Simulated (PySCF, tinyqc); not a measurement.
Worked calculation: coupled-perturbed Hartree-Fock on RHF in the sto-3g basis, for BH, spin multiplicity 1. The lowest restricted solution is unstable here: a spin-polarised one lies 0.0049 hartree lower (PySCF). Computed by tinyqc, a small Python program that keeps every step (integrals from PySCF). Settings: charge = 0, multiplicity = 1, basis = sto-3g, method = RHF, energy threshold = 1e-10, iteration cap = 67, orthogonalisation = symmetric, start = atomic densities, DIIS depth = 6. Command: `OMP_NUM_THREADS=1 python tinyqc.py 27027 27028 out.jsonl` (the two numbers bound the seeds that draw the settings). One thread of a shared host (Intel(R) Xeon(R) Processor @ 2.60GHz), about 0.2 s of CPU time with the checks. The early iterations of the SCF are left out here.

## One-electron integrals

Geometry (angstrom):
```
atom,x,y,z
B,0.00000,0.00000,0.00000
H,0.00000,0.00000,1.75300
```

Basis sto-3g: exponents (1/bohr^2) and contraction coefficients of normalised primitives:
```
element,l (shell),exponent,coefficient
B,s (1),48.79111,0.15433
B,s (1),8.88736,0.53533
B,s (1),2.40527,0.44463
B,s (2),2.23696,-0.09997
B,s (2),0.51982,0.39951
B,s (2),0.16906,0.70012
B,p (3),2.23696,0.15592
B,p (3),0.51982,0.60768
B,p (3),0.16906,0.39196
H,s (1),3.42525,0.15433
H,s (1),0.62391,0.53533
H,s (1),0.16886,0.44463
```

Overlap, kinetic and nuclear-attraction integrals over the contracted functions; the nuclear repulsion is the sum of Za Zb / Rab.

nuclear repulsion = 1.5093474 hartree

overlap S:
```
,1B 1s,1B 2s,1B 2px,1B 2py,1B 2pz,2H 1s
1B 1s,1.00000,0.26933,0.00000,0.00000,0.00000,0.01899
1B 2s,0.26933,1.00000,0.00000,0.00000,0.00000,0.23443
1B 2px,0.00000,0.00000,1.00000,0.00000,0.00000,0.00000
1B 2py,0.00000,0.00000,0.00000,1.00000,0.00000,0.00000
1B 2pz,0.00000,0.00000,0.00000,0.00000,1.00000,0.28390
2H 1s,0.01899,0.23443,0.00000,0.00000,0.28390,1.00000
```

kinetic energy T (hartree):
```
,1B 1s,1B 2s,1B 2px,1B 2py,1B 2pz,2H 1s
1B 1s,10.82630,-0.04797,0.00000,0.00000,0.00000,-0.00547
1B 2s,-0.04797,0.35917,0.00000,0.00000,0.00000,0.00459
1B 2px,0.00000,0.00000,1.12388,0.00000,0.00000,0.00000
1B 2py,0.00000,0.00000,0.00000,1.12388,0.00000,0.00000
1B 2pz,0.00000,0.00000,0.00000,0.00000,1.12388,0.04822
2H 1s,-0.00547,0.00459,0.00000,0.00000,0.04822,0.76003
```

nuclear attraction V (hartree):
```
,1B 1s,1B 2s,1B 2px,1B 2py,1B 2pz,2H 1s
1B 1s,-23.44926,-3.22066,0.00000,0.00000,-0.00856,-0.22842
1B 2s,-3.22066,-4.07253,0.00000,0.00000,-0.08576,-0.73107
1B 2px,0.00000,0.00000,-4.02500,0.00000,0.00000,0.00000
1B 2py,0.00000,0.00000,0.00000,-4.02500,0.00000,0.00000
1B 2pz,-0.00856,-0.08576,0.00000,0.00000,-4.07638,-0.82669
2H 1s,-0.22842,-0.73107,0.00000,0.00000,-0.82669,-2.73401
```

core Hamiltonian H = T + V (hartree):
```
,1B 1s,1B 2s,1B 2px,1B 2py,1B 2pz,2H 1s
1B 1s,-12.62296,-3.26863,0.00000,0.00000,-0.00856,-0.23389
1B 2s,-3.26863,-3.71337,0.00000,0.00000,-0.08576,-0.72647
1B 2px,0.00000,0.00000,-2.90112,0.00000,0.00000,0.00000
1B 2py,0.00000,0.00000,0.00000,-2.90112,0.00000,0.00000
1B 2pz,-0.00856,-0.08576,0.00000,0.00000,-2.95250,-0.77847
2H 1s,-0.23389,-0.72647,0.00000,0.00000,-0.77847,-1.97398
```

## Two-electron integrals

Functions are numbered as in S; the eight-fold symmetry (ij|kl) = (ji|kl) = (kl|ij) leaves the list below.

Two-electron integrals (ij|kl) in chemists' order, unique and non-zero (hartree):
```
i,j,k,l,(ij|kl)
1,1,1,1,2.92351
2,1,1,1,0.51838
2,1,2,1,0.10926
2,2,1,1,0.74423
2,2,2,1,0.19318
2,2,2,2,0.54480
3,1,3,1,0.02026
3,2,3,1,0.03000
3,2,3,2,0.12035
3,3,1,1,0.74249
3,3,2,1,0.19324
3,3,2,2,0.54468
3,3,3,3,0.58677
4,1,4,1,0.02026
4,2,4,1,0.03000
4,2,4,2,0.12035
4,3,4,3,0.03163
4,4,1,1,0.74249
4,4,2,1,0.19324
4,4,2,2,0.54468
4,4,3,3,0.52351
4,4,4,4,0.58677
5,1,5,1,0.02026
5,2,5,1,0.03000
5,2,5,2,0.12035
5,3,5,3,0.03163
5,4,5,4,0.03163
5,5,1,1,0.74249
5,5,2,1,0.19324
5,5,2,2,0.54468
5,5,3,3,0.52351
5,5,4,4,0.52351
5,5,5,5,0.58677
6,1,1,1,0.03638
6,1,2,1,0.00764
6,1,2,2,0.01357
6,1,3,3,0.01352
6,1,4,4,0.01352
6,1,5,1,0.00054
6,1,5,2,0.00100
6,1,5,5,0.01369
6,1,6,1,0.00055
6,2,1,1,0.11573
6,2,2,1,0.03067
6,2,2,2,0.09919
6,2,3,3,0.09617
6,2,4,4,0.09617
6,2,5,1,0.00330
6,2,5,2,0.02259
6,2,5,5,0.10511
6,2,6,1,0.00229
6,2,6,2,0.02903
6,3,3,1,0.00261
6,3,3,2,0.01321
6,3,5,3,0.00390
6,3,6,3,0.00261
6,4,4,1,0.00261
6,4,4,2,0.01321
6,4,5,4,0.00390
6,4,6,4,0.00261
6,5,1,1,0.12234
6,5,2,1,0.03277
6,5,2,2,0.11146
6,5,3,3,0.10595
6,5,4,4,0.10595
6,5,5,1,0.00545
6,5,5,2,0.03523
6,5,5,5,0.12234
6,5,6,1,0.00252
6,5,6,2,0.03768
6,5,6,5,0.05052
6,6,1,1,0.30142
6,6,2,1,0.08114
6,6,2,2,0.29712
6,6,3,3,0.28262
6,6,4,4,0.28262
6,6,5,1,0.00842
6,6,5,2,0.07994
6,6,5,5,0.32568
6,6,6,1,0.00607
6,6,6,2,0.12289
6,6,6,5,0.17136
6,6,6,6,0.77461
```

## Orthogonalisation

S = U s U^T; symmetric (Loewdin) form X = U s^(-1/2) U^T, so that X^T S X = 1.

eigenvalues of S: 0.59043  0.80838  1.00000  1.00000  1.17464  1.42655

X:
```
,1B 1s,1B 2s,1B 2px,1B 2py,1B 2pz,2H 1s
1B 1s,1.02935,-0.14484,0.00000,0.00000,-0.00430,0.01693
1B 2s,-0.14484,1.05343,0.00000,0.00000,0.02882,-0.13256
1B 2px,0.00000,0.00000,1.00000,0.00000,0.00000,0.00000
1B 2py,0.00000,0.00000,0.00000,1.00000,0.00000,0.00000
1B 2pz,-0.00430,0.02882,0.00000,0.00000,1.03364,-0.15560
2H 1s,0.01693,-0.13256,0.00000,0.00000,-0.15560,1.05715
```

## Iteration 8 (converged): orbitals

converged F (hartree):
```
,1B 1s,1B 2s,1B 2px,1B 2py,1B 2pz,2H 1s
1B 1s,-7.37540,-2.15056,0.00000,0.00000,-0.01591,-0.15834
1B 2s,-2.15056,-1.01991,0.00000,0.00000,0.01024,-0.26333
1B 2px,0.00000,0.00000,0.24940,0.00000,0.00000,0.00000
1B 2py,0.00000,0.00000,0.00000,0.24940,0.00000,0.00000
1B 2pz,-0.01591,0.01024,0.00000,0.00000,0.00695,-0.28530
2H 1s,-0.15834,-0.26333,0.00000,0.00000,-0.28530,-0.17139
```

Diagonalise F' = X^T F X, C = X C', fill 3 alpha and 3 beta electrons from the bottom; D = 2 C_occ C_occ^T. Each column has its largest component positive (the first on a tie).

F' = X^T F X (hartree):
```
,1,2,3,4,5,6
1,-7.19886,-1.11009,0.00000,0.00000,-0.03218,0.02094
2,-1.11009,-0.56288,0.00000,0.00000,0.07425,-0.18509
3,0.00000,0.00000,0.24940,0.00000,0.00000,0.00000
4,0.00000,0.00000,0.00000,0.24940,0.00000,0.00000
5,-0.03218,0.07425,0.00000,0.00000,0.09750,-0.30348
6,0.02094,-0.18509,0.00000,0.00000,-0.30348,-0.03925
```

orbital energies (hartree): MO1 -7.37970, MO2 -0.47021, MO3 -0.23578, MO4 0.24940, MO5 0.24940, MO6 0.38220

coefficients C:
```
,MO1,MO2,MO3,MO4,MO5,MO6
1B 1s,0.99269,-0.26311,0.13707,0.00000,0.00000,-0.08598
1B 2s,0.02627,0.87055,-0.51790,0.00000,0.00000,0.34978
1B 2px,0.00000,0.00000,0.00000,-0.01901,0.99982,0.00000
1B 2py,0.00000,0.00000,0.00000,0.99982,0.01901,0.00000
1B 2pz,0.00298,0.08658,0.57533,0.00000,0.00000,0.86888
2H 1s,-0.00359,0.35842,0.60525,0.00000,0.00000,-0.81537
```

D after iteration 8:
```
,1B 1s,1B 2s,1B 2px,1B 2py,1B 2pz,2H 1s
1B 1s,2.14689,-0.54793,0.00000,0.00000,0.11808,-0.02982
1B 2s,-0.54793,2.05352,0.00000,0.00000,-0.44503,-0.00305
1B 2px,0.00000,0.00000,0.00000,0.00000,0.00000,0.00000
1B 2py,0.00000,0.00000,0.00000,0.00000,0.00000,0.00000
1B 2pz,0.11808,-0.44503,0.00000,0.00000,0.67702,0.75848
2H 1s,-0.02982,-0.00305,0.00000,0.00000,0.75848,0.98961
```

Within a degenerate level the vectors are fixed only up to a rotation; this is one choice.

## Convergence

Stop when the energy changes by less than 1e-10 hartree and every element of the error matrix X^T (F D S - S D F) X is below 3e-06.

Course of the cycle:
```
iteration,E (hartree),change,largest element of the error matrix
1,-24.5232670,-,2.26e-01
2,-24.6161084,-9.28e-02,2.29e-01
3,-24.6579303,-4.18e-02,1.04e-01
4,-24.6684329,-1.05e-02,3.10e-03
5,-24.6684520,-1.91e-05,6.09e-04
6,-24.6684528,-7.83e-07,1.39e-05
7,-24.6684528,-4.20e-10,3.28e-07
8,-24.6684528,-1.39e-13,1.04e-10
```

PySCF RHF in the same basis = -24.6684528 hartree

Converged in 8 iterations.

## Integrals over molecular orbitals

(pq|rs) = sum C_ip C_jq C_kr C_ls (ij|kl), one index at a time.

one-electron integrals over orbitals h = C^T H C (hartree):
```
,1,2,3,4,5,6
1,-12.61034,0.32200,-0.15829,0.00000,0.00000,0.10292
2,0.32200,-2.93650,0.25730,0.00000,0.00000,-0.38733
3,-0.15829,0.25730,-2.54528,0.00000,0.00000,-0.42832
4,0.00000,0.00000,0.00000,-2.90112,0.00000,0.00000
5,0.00000,0.00000,0.00000,0.00000,-2.90112,0.00000
6,0.10292,-0.38733,-0.42832,0.00000,0.00000,-2.45860
```

Two-electron integrals over orbitals (pq|rs), unique and non-zero (hartree):
```
p,q,r,s,(pq|rs)
1,1,1,1,2.89299
2,1,1,1,-0.28615
2,1,2,1,0.04495
2,2,1,1,0.64559
2,2,2,1,-0.01185
2,2,2,2,0.47316
3,1,1,1,0.14634
3,1,2,1,-0.02176
3,1,2,2,0.01120
3,1,3,1,0.01942
3,2,1,1,-0.13859
3,2,2,1,0.00779
3,2,2,2,0.00211
3,2,3,1,0.00729
3,2,3,2,0.11822
3,3,1,1,0.55542
3,3,2,1,-0.00836
3,3,2,2,0.43256
3,3,3,1,-0.00265
3,3,3,2,-0.00400
3,3,3,3,0.47119
4,1,4,1,0.02159
4,2,4,1,0.02420
4,2,4,2,0.08743
4,3,4,1,-0.01234
4,3,4,2,-0.03995
4,3,4,3,0.03470
4,4,1,1,0.74202
4,4,2,1,-0.01054
4,4,2,2,0.47994
4,4,3,1,0.00505
4,4,3,2,-0.07684
4,4,3,3,0.42517
4,4,4,4,0.58677
5,1,5,1,0.02159
5,2,5,1,0.02420
5,2,5,2,0.08743
5,3,5,1,-0.01234
5,3,5,2,-0.03995
5,3,5,3,0.03470
5,4,5,4,0.03163
5,5,1,1,0.74202
5,5,2,1,-0.01054
5,5,2,2,0.47994
5,5,3,1,0.00505
5,5,3,2,-0.07684
5,5,3,3,0.42517
5,5,4,4,0.52351
5,5,5,5,0.58677
6,1,1,1,-0.09292
6,1,2,1,0.01644
6,1,2,2,0.00259
6,1,3,1,0.00326
6,1,3,2,0.01620
6,1,3,3,-0.01099
6,1,4,4,-0.00323
6,1,5,5,-0.00323
6,1,6,1,0.02021
6,2,1,1,0.14237
6,2,2,1,-0.00301
6,2,2,2,0.05497
6,2,3,1,0.01285
6,2,3,2,-0.01616
6,2,3,3,-0.02366
6,2,4,4,0.07899
6,2,5,5,0.07899
6,2,6,1,0.01279
6,2,6,2,0.09135
6,3,1,1,0.17526
6,3,2,1,-0.00402
6,3,2,2,0.02873
6,3,3,1,-0.00378
6,3,3,2,-0.11137
6,3,3,3,0.00746
6,3,4,4,0.09745
6,3,5,5,0.09745
6,3,6,1,-0.00865
6,3,6,2,0.05749
6,3,6,3,0.14445
6,4,4,1,0.00738
6,4,4,2,0.02741
6,4,4,3,0.00343
6,4,6,4,0.02599
6,5,5,1,0.00738
6,5,5,2,0.02741
6,5,5,3,0.00343
6,5,6,5,0.02599
6,6,1,1,0.60784
6,6,2,1,-0.00741
6,6,2,2,0.47521
6,6,3,1,0.01184
6,6,3,2,0.05341
6,6,3,3,0.46536
6,6,4,4,0.44054
6,6,5,5,0.44054
6,6,6,1,0.00790
6,6,6,2,0.02203
6,6,6,3,-0.02656
6,6,6,6,0.53392
```

## Response to a field: uncoupled start

dipole integrals <a|y|i> (bohr):
```
,i1,i2,i3
a4,0.11791,0.87360,-0.38175
a5,0.00224,0.01661,-0.00726
a6,0.00000,0.00000,0.00000
```

Field along y; U_ai = -mu_ai / (e_a - e_i), alpha = -4 sum U_ai mu_ai.

uncoupled U:
```
,i1,i2,i3
a4,-0.01546,-1.21398,0.78682
a5,-0.00029,-0.02309,0.01496
a6,0.00000,0.00000,0.00000
```

uncoupled polarisability = 5.45289 bohr^3

## Coupled step 1

U_ai = -(mu_ai + sum_bj [4 (ai|bj) - (ab|ij) - (aj|bi)] U_bj) / (e_a - e_i); alpha = -4 sum U_ai mu_ai.

U after step 1:
```
,i1,i2,i3
a4,0.00074,-1.53233,1.19854
a5,0.00001,-0.02914,0.02279
a6,0.00000,0.00000,0.00000
```

polarisability = 7.18702 bohr^3

## Coupled step 2

As before.

U after step 2:
```
,i1,i2,i3
a4,0.00792,-1.60588,1.44418
a5,0.00015,-0.03054,0.02747
a6,0.00000,0.00000,0.00000
```

polarisability = 7.81595 bohr^3

## Coupled polarisability

Repeat until U stops changing; compare with -d2E/dF2.

Course of the coupled iterations:
```
step,alpha (bohr^3)
0,5.45289
1,7.18702
2,7.81595
3,8.08327
4,8.21756
5,8.29466
6,8.34275
7,8.37407
8,8.39490
9,8.40888
10,8.41831
11,8.42468
...,...
35,8.43797
36,8.43797
37,8.43797
38,8.43797
39,8.43797
40,8.43797
41,8.43797
42,8.43797
43,8.43797
44,8.43797
45,8.43797
46,8.43797
```

coupled polarisability = 8.43797 bohr^3

finite-field check, fields of +/-0.001 au = 8.43794 bohr^3
